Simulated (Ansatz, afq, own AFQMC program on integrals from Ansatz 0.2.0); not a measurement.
Integrals from Ansatz 0.2.0, then the random walk in our own AFQMC program (afq).

```yaml
crystal:
  periodic: [false, false, false]
  atoms:
    - {symbol: Rh, position_ang: [0.000000, 0.000000, 0.000000]}
basis:
  gaussian: {orbitals: def2-TZVPP}
total_charge: 1
magnetization: {spin_polarized: true, initial_magnetization: 2}
correlation: {method: ccsd_t, electrons: outside_noble_gas, hamiltonian_folder: ham}
```

```sh
$ ansatz run in.yaml --threads 1 --pin off --events-out ev --progress --plain --max-ram 16896MiB --backend cuda --devices 0, --max-vram 18GiB
```

afq runs on the folder ham with

```
--method phaseless --trial cisd --walkers 4000 --populations 20 --least-time 60 --time-step 0.005 --steps-per-block 50 --equilibration-blocks 28 --max-blocks 4000 --target-error 0.00017 --factor-cut 1e-05 --start spin_pure --seed 5259 --release-times 0.24,0.6,1.2,2,3,4.2 --release-step 0.04 --release-every 3 --taylor-order 6
```

Times are imaginary, in 1/Eh. The walk had a cap of 337 s. With eight or more populations the least sampling time is a fifth of least-time, and the error comes from their spread. Core potentials past Kr, no spin–orbit coupling.

Output of the walk:

```
orbitals 52  electrons 5 3  factors 404 of 404
reference energy -109.51349872 Eh
CCSD correlation -0.20852747 Eh in 9 cycles, weight of the determinant in the CISD state 0.9510
energy of the start -109.722012 Eh
 block  time / (1/Eh)  mean weight  energy / Eh
     1     0.250  0.9998  -109.722775
     2     0.500  1.0001  -109.725191
     3     0.750  0.9999  -109.726814
     4     1.000  1.0000  -109.727112
     5     1.250  0.9998  -109.727791
    10     2.500  0.9998  -109.728407
    15     3.750  1.0000  -109.728251
    20     5.000  0.9998  -109.728624
    25     6.250  0.9999  -109.728640
    30     7.500  0.9999  -109.728274
    35     8.750  0.9998  -109.728228
    40    10.000  0.9998  -109.728375
    45    11.250  0.9999  -109.728438
    50    12.500  1.0002  -109.728251
    55    13.750  0.9999  -109.727631
    56    14.000  0.9998  -109.727526
    60    15.000  0.9997  -109.728037
    63    15.750  1.0000  -109.729083
    65    16.250  1.0002  -109.728593
    70    17.500  1.0001  -109.728807
    75    18.750  1.0001  -109.728371
    78    19.500  1.0000  -109.727981
error from the spread of 20 populations
released: time / (1/Eh)  energy / Eh  error  mean overlap
  0.24  -109.728316  0.000061  0.9975
  0.60  -109.728352  0.000063  0.9982
  1.20  -109.728516  0.000068  0.9927
  2.00  -109.728609  0.000094  0.9871
  3.00  -109.728663  0.000129  0.9689
  4.20  -109.728376  0.000178  0.9569
energy -109.728239 +/- 0.000067 Eh
(rows thinned)
```

The run passed its tests (sampling time, drift between the halves within three errors, error under three times the target), which doesn't prove that it has relaxed.

Against this walk (error 1.8 meV) on the same determinant: CCSD(T) 2.8 meV lower (within the noise), CCSDT(Q) 7.4 meV lower. The error is statistical and leaves out the bias of the constraint. Released to 4.20 1/Eh the energy moves by -4 ± 5 meV (both errors), within twice the noise.

Cautions: constraint bias not in the error; no spin-orbit coupling; outer-core shells of the metal frozen.

The walk took 2.2 min on 1 × NVIDIA H100 80GB HBM3 with 2 threads of AMD EPYC 7R13 Processor (Zen 3), on a shared host (the card was shared). The log's last line is the phaseless energy.

CCSDT and higher add their correlation energy to the determinant of the CCSD(T) run, since their own runs factorise the integrals more tightly (a shift of under 2 meV).
